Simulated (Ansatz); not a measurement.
Working through vertical spin-state energies of CH₄BF (charge -1), SMILES [BH2-]CF

Program: the Ansatz DFT code, driven from Python.

Notebook, run cell by cell (the value of a cell's last expression is shown):

```python
import warnings

import ansatz
```

```python
BASIS = '6-31G*'
METHOD = 'ccsd_t'
CHARGE = -1
```

```python
warnings.simplefilter('ignore', ansatz.DeckWarning)
```

```python
system = (
    ansatz.Crystal.molecule()
    .atom('B', (0.9148, -0.0638, -0.3449))
    .atom('C', (-0.628, 0.1383, 0.0143))
    .atom('F', (-1.3989, -0.6903, -0.7784))
    .atom('H', (1.2495, -1.1766, -0.0805))
    .atom('H', (1.5779, 0.7074, 0.2761))
    .atom('H', (-0.9162, 1.194, -0.1692))
    .atom('H', (-0.7991, -0.1091, 1.0826))
)
```

```python
calc = (
    system.calculation()
    .basis(gaussian=BASIS)
    .correlation(METHOD)
    .charge(CHARGE)
    .accuracy('high')
)
found = {}
for unpaired in [1, 3]:
    summary = calc.spin('collinear', total=unpaired).run().report
    s = unpaired / 2
    found[unpaired] = summary['free_energy_ev']
    print(f'2S+1 = {unpaired + 1}: E = {found[unpaired]:.5f} eV, <S^2> = {abs(summary["mean_field"]["state"]["spin_squared"]):.3f} (pure state {s * (s + 1):.2f})')
lowest = min(found, key=found.get)
for unpaired, e in found.items():
    print(f'multiplicity {unpaired + 1}: {(e - found[lowest]):.3f} eV above the lowest')
```

    2S+1 = 2: E = -4480.08342 eV, <S^2> = 0.756 (pure state 0.75)
    2S+1 = 4: E = -4471.59169 eV, <S^2> = 3.768 (pure state 3.75)
    multiplicity 2: 0.000 eV above the lowest
    multiplicity 4: 8.492 eV above the lowest

In order: multiplicity 2 (+0.00 eV) and multiplicity 4 (+8.49 eV), all at the one geometry.

Caveats:
- The settings weren't tested for convergence.
- The geometry is a force-field or estimated start, not a minimum of this method, and the basis set is short of its limit. All parts are taken at fixed geometry, without zero-point energy.
- The species is open-shell (spin multiplicity 2).
- S² is that of the Hartree-Fock reference.
- Anions want diffuse functions, which this basis lacks.
- Hardware and time: 33 s on 1 thread of Arm Neoverse V2 (shared host), peak memory 0.37 GiB.
